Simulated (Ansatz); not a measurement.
# HAlB, doublet: reading a ladder of total energies

Geometry: a point of a stretch scan, not a stationary point.

```csv
atom,x (Å),y (Å),z (Å)
B,0.0000,-0.1446,1.5108
Al,0.0000,0.0910,-0.5524
H,0.0000,-0.8865,-1.4170
```

Basis 6-31G; Ansatz 0.2.0. Correlated methods freeze the noble-gas cores, which leaves 7 electrons in 18 orbitals. R marks a restricted (for open shells ROHF) determinant.

Full CI is exact within this basis and frozen core; it isn't the basis-set limit.

The cluster runs stand on a determinant 0.33 eV above the lowest RHF solution, chosen by trial CCSD; the correlation energy below is counted from it.

Runs differ by some tens of microhartree through their thresholds and, for an open shell, their frozen cores, so steps under 0.03 kcal/mol mean nothing.

```tsv
level	total energy (hartree)
RHF determinant under the cluster runs	-266.899731
RMP2	-266.981665
RCCSD	-267.020367
RCCSD(T)	-267.025533
RCCSDT	-267.026501
RCCSDT(Q)	-267.027073
RCCSDTQ	-267.027142
full CI	-267.027178
```

What is the correlation energy at full CI, and what share of it do RMP2 and RCCSD(T) recover?

E(corr) = -267.027178 − (-266.899731) = -0.127447 hartree = -3.468 eV. RMP2: -0.081934 / -0.127447 = 64.29 %. RCCSD(T): -0.125802 / -0.127447 = 98.71 %.

By how many kcal/mol does RCCSD(T) miss full CI (1 hartree = 627.509 kcal/mol), and which steps make up the rest?

-267.025533 − (-267.027178) = 0.001645 hartree = 1.03 kcal/mol. Steps: RCCSDT − RCCSD(T) = -0.61, RCCSDT(Q) − RCCSDT = -0.36, RCCSDTQ − RCCSDT(Q) = -0.04, full CI − RCCSDTQ = -0.02 kcal/mol. With more than one leading determinant such errors change with state and geometry, and needn't cancel in differences.
